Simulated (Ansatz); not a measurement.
[Br···H···Si], triplet: transfer scan

Starting geometry:

```xyz
3

Br    0.0000    0.0000   -1.5692
H     0.0000    0.0000   -0.1486
Si    0.0000    0.0000    1.7178
```

From there H2 is moved from one fragment to the other while all else, the fragments' distance too, stays fixed; atoms are numbered as listed. Energies are in kJ/mol, counted from the starting geometry at the same level.

Basis cc-pVDZ; Ansatz 0.2.0. Correlated methods freeze the noble-gas cores and the filled d shells of p-block atoms. R marks a restricted (for open shells ROHF) determinant, U an unrestricted one. Active spaces: valence = (12e, 9o) chosen from the atoms' valence shells. No spin–orbit coupling is included, and no scalar relativity.

Runs in a small pair space aren't shown, since their orbitals change along the scan. The reference follows the lowest state, whose symmetry changes from Σ⁻ or Δ to Π between 1.421 and 1.482.

Full CI isn't at hand for all of this; RCCSDTQ serves as the reference, and is uncertain by about the last step of the cluster series. The frozen core follows each run's orbitals, which can shift R against U totals by a few meV for light atoms and by up to 0.1 eV past Ca.

```csv
distance Br1-H2 (Å),RCCSDTQ,error RCCSD,error UCCSD,error UCCSDT(Q),error CASSCF (valence space),error NEVPT2 (valence space),error MRCISD+Q (valence space)
1.421,0.0,0.0,0.0,0.0,0.0,0.0,0.0
1.482,-2.3,0.6,0.4,0.0,7.1,-0.8,0.8
1.603,3.7,1.9,1.5,-0.1,6.6,-0.9,1.2
1.725,17.2,1.8,1.4,-0.1,4.7,0.8,1.5
1.847,41.8,0.7,0.4,-0.1,1.6,4.1,2.1
```

Errors are those of relative energies. In total energy the starting point itself misses RCCSDTQ by: RCCSD 14.7, UCCSD 14.3, UCCSDT(Q) 0.0, CASSCF (valence space) 493.2, NEVPT2 (valence space) 116.0, MRCISD+Q (valence space) 0.9 kJ/mol.

Spread of the error over the points with a reference, to 1.847 Å (largest less smallest): UCCSDT(Q) 0.1, UCCSD 1.5, RCCSD 1.9, MRCISD+Q (valence space) 2.1, NEVPT2 (valence space) 5.0, CASSCF (valence space) 7.1 kJ/mol.
